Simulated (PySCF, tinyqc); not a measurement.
RHF in the sto-6g basis, for BH, spin multiplicity 1, step by step. The lowest restricted solution is unstable here: a spin-polarised one lies 0.0148 hartree lower (PySCF). One step of it, computed by the program tinyqc.

Question. Iteration 4: DIIS coefficients. Solve [B -1; -1 0][c; lambda] = [0; -1] for the coefficients, which sum to one.

B (overlaps of the stored error matrices), lower triangle:
```
               1              2              3              4
1  1.0457237e+00
2  3.2919841e-01  1.1099299e-01
3  1.0295684e-01  3.6131648e-02  1.2098633e-02
4  3.1101430e-02  1.0959924e-02  3.6970008e-03  1.1344949e-03
```

Give: DIIS coefficients.

Answer.

DIIS coefficients: -0.0222  0.2027  -0.9602  1.7797
